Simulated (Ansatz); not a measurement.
**C2H3Cl, singlet: CASSCF and its corrections**

Program: Ansatz, Gaussian basis, development build; NEVPT3, NEVPT4(SD), MRCISD by development code. Basis cc-pV(T+d)Z, nonrelativistic, 7 orbitals frozen in the corrections. State-specific CASSCF; RHF is the lowest restricted (open-shell) Hartree–Fock solution met. On stretched bonds single-reference methods can fail or change state. No symmetry is imposed, so a solution can break that of the shape. No proof that the lowest CASSCF solution was found.

Geometry:

```xyz
6

C    -0.0758    0.5081   -0.5552
C     0.0178   -0.2581   -1.6401
Cl    0.0256   -0.1141    1.0562
H    -0.2228    1.5808   -0.5903
H    -0.6748   -1.0675   -1.8370
H     0.8100   -0.0738   -2.3563
```

Question: What do CASSCF and its corrections give against RHF in CAS(4,3), and what are the occupations?

Answer: CASSCF -0.995 eV, SC-NEVPT2 -14.323 eV, FIC-NEVPT2 -14.339 eV, NEVPT3 -15.280 eV, NEVPT4(SD) -15.728 eV, MRCISD -13.634 eV; occupations 2.00, 1.83, 0.17. The MRCI reference weight is 0.873.

Question: How do single-reference totals in the same basis and frozen core stand against SC-NEVPT2 in CAS(4,3)?

Answer: CCSD(T) -1.620 eV. Coupled cluster stands on the determinant that it favours, which can lie over the RHF solution above, and is in doubt where the occupations are far from 0, 1 and 2.

Question: Roughly how much CPU time does a whole run from the default start take (median of such runs, summed over threads; nearly all runs on one pinned thread of a shared server, mostly Xeon at 2.3 to 2.6 GHz, by a development driver)?

Answer: CAS(4,3): about 8.2 s. Other jobs ran beside these, and the count of passes differs.
